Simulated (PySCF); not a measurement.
Process, species as SMILES: CCN → CC[NH-] + H+
B3LYP-D3(BJ)/def2-TZVP geometries, fixed; electronic energies without zero-point terms.
Largest species:
```xyz
10

C      1.2101    -0.3675    -0.0020
C      0.0059     0.5734    -0.0002
N     -1.3057    -0.0740     0.0024
H      2.1508     0.1897    -0.0039
H      1.2028    -1.0109     0.8816
H      1.1996    -1.0116    -0.8851
H      0.0502     1.2284    -0.8744
H      0.0533     1.2290     0.8732
H     -1.4054    -0.6706     0.8165
H     -1.4083    -0.6712    -0.8110
```

Effect of the SCF energy threshold at HF/aug-cc-pVTZ with PySCF, against the last row, where the deprotonation energy is 419.21 kcal/mol. Species with rotatable bonds are taken in one conformer. The proton leaves the site shown, which need not be the most acidic.

```
setting          SCF cycles, largest species  largest shift of a total energy (mEh)  shift of the deprotonation energy (kcal/mol)
---------------  ---------------------------  -------------------------------------  --------------------------------------------
conv_tol: 1e-4                             5                                  0.003                                         0.002
conv_tol: 1e-5                             6                                  0.000                                         0.000
conv_tol: 1e-6                             7                                  0.000                                         0.000
conv_tol: 1e-7                             8                                  0.000                                         0.000
conv_tol: 1e-11                           11                                  0.000                                         0.000
```

Within 0.02 kcal/mol in the deprotonation energy: conv_tol: 1e-4; conv_tol: 1e-5; conv_tol: 1e-6; conv_tol: 1e-7. The largest shift is 0.003 mEh in a total energy and 0.002 kcal/mol in the difference.
